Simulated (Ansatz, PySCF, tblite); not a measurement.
**How well does each level of theory give the bulk modulus of 3C-SiC?**

Reference value: 229 GPa (measured, 0 K value with the zero-point phonon effect removed; as tabulated in Mejia-Rodriguez and Trickey (2018), arXiv:1807.09216).

```json
[
 {"level (code)": "GFN1-xTB (tblite)", "value (GPa)": "205", "cell (Å³/atom)": "11.27", "error (%)": "-10.5"},
 {"level (code)": "LDA (Ansatz)", "value (GPa)": "230", "cell (Å³/atom)": "10.14", "error (%)": "+0.4"},
 {"level (code)": "PBE (Ansatz)", "value (GPa)": "213", "cell (Å³/atom)": "10.50", "error (%)": "-7.0"},
 {"level (code)": "PBE-D3(BJ) (Ansatz)", "value (GPa)": "221", "cell (Å³/atom)": "10.28", "error (%)": "-3.5"},
 {"level (code)": "r²SCAN+rVV10 (Ansatz)", "value (GPa)": "229", "cell (Å³/atom)": "10.30", "error (%)": "0.0"},
 {"level (code)": "r²SCAN0 (Ansatz)", "value (GPa)": "241", "cell (Å³/atom)": "10.20", "error (%)": "+5.2"},
 {"level (code)": "Hartree–Fock (Ansatz)", "value (GPa)": "245", "cell (Å³/atom)": "10.41", "error (%)": "+7.0"},
 {"level (code)": "MP2 (PySCF)", "value (GPa)": "233 ± 7", "cell (Å³/atom)": "10.26", "error (%)": "+1.7"},
 {"level (code)": "CCSD(T) (PySCF)", "value (GPa)": "226 ± 7", "cell (Å³/atom)": "10.36", "error (%)": "-1.3"}
]
```

Once the reference is moved by up to 1.7 % (a margin picked here for doubts on the reference and the settings) and values within 1.7 % count as equal, the nearest can be r²SCAN+rVV10 (0.0 %), LDA (+0.4 %), CCSD(T) (-1.3 %), MP2 (+1.7 %) or PBE-D3(BJ) (-3.5 %). By the same margin the farthest can be GFN1-xTB (-10.5 %) or Hartree–Fock (+7.0 %). Within 15 %: GFN1-xTB, LDA, PBE, PBE-D3(BJ), r²SCAN+rVV10, r²SCAN0, Hartree–Fock, MP2, CCSD(T).

A ± on a computed value is a rough bar: the spread of its extrapolation, a floor set from checks against published values, or a statistical error. GFN1-xTB: the method was fitted mainly to molecules. GFN1-xTB: the run uses a supercell at the zone centre in place of a k mesh. Each level is taken at its own relaxed cell. Cutoffs and k meshes differ between the levels. Ansatz's density-functional and Hartree–Fock values are scalar-relativistic unless marked +SOC, with PAW data made under PBE.

Differences are worked out from the printed values.

Ansatz is a program for electronic structure.
